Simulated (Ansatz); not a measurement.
## Scan of AlGa, singlet

Starting geometry (PBE0/def2-TZVP stationary point for this spin):

```yaml
atoms:
  - { symbol: Al, position_ang: [0.0000, 0.0000, 0.0000] }
  - { symbol: Ga, position_ang: [0.0000, 0.0000, 3.0185] }
```

From there Ga2 moves along the line of the two atoms named below, all else staying in place; atoms are numbered as listed. Energies are in kcal/mol, counted from the starting geometry at the same level.

Basis cc-pVTZ; Ansatz 0.2.0. Correlated methods freeze the noble-gas cores and the filled d shells of p-block atoms. Prefix R: restricted or restricted open-shell reference. No spin–orbit coupling is included, and no scalar relativity.

A value is left out where its run failed or describes another state than the reference as far as symmetry and spin tell, or, spin-broken singlets apart, can't be checked. The reference follows the lowest state, whose symmetry changes from Σ⁺ or Δ to Π between 5.481 and 8.106.

Full CI is exact within this basis and frozen core; it isn't the basis-set limit.

| distance Al1-Ga2 (Å) | full CI | unpaired electrons (full CI) | error RHF | error RMP2 | error CISD | error RCCSD(T) | error RCCSDT | error RCCSDTQ |
| --- | --- | --- | --- | --- | --- | --- | --- | --- |
| 2.748 | 1.6 | 0.93 | 1.0 | 0.9 | 0.7 | 0.5 | 0.3 | 0.0 |
| 3.018 | 0.0 | 0.47 | 0.0 | 0.0 | 0.0 | 0.0 | 0.0 | 0.0 |
| 3.254 | 1.5 | 0.40 | 0.0 | 0.1 | 0.1 | -0.1 | 0.0 | 0.0 |
| 4.255 | 14.9 | 0.82 | 5.3 | 4.3 | 3.5 | 0.4 | 0.1 | 0.0 |
| 5.481 | 22.7 | 1.88 | 20.1 | 13.4 | 11.4 | -0.3* | 0.3* | 0.0* |
| 8.106 | 24.0 | 2.39 | – | – | – | – | – | – |

An asterisk marks runs whose energy the program itself flagged as in doubt.

Unpaired electrons are Σ n²(2−n)² over natural occupations. Errors are those of relative energies. In total energy the starting point itself misses full CI by: RHF 84.2, RMP2 24.0, CISD 10.4, RCCSD(T) 1.3, RCCSDT 0.5, RCCSDTQ 0.0 kcal/mol.

Spread of the error over the points with a reference, to 8.106 Å (largest less smallest): RCCSDTQ 0.0 (5 of 6 points), RCCSDT 0.3 (5 of 6 points), RCCSD(T) 0.8 (5 of 6 points), CISD 11.4 (5 of 6 points), RMP2 13.4 (5 of 6 points), RHF 20.1 (5 of 6 points) kcal/mol.

Going outwards, the relative energy of RMP2 first misses by more than 1.0 kcal/mol at 4.255 Å.
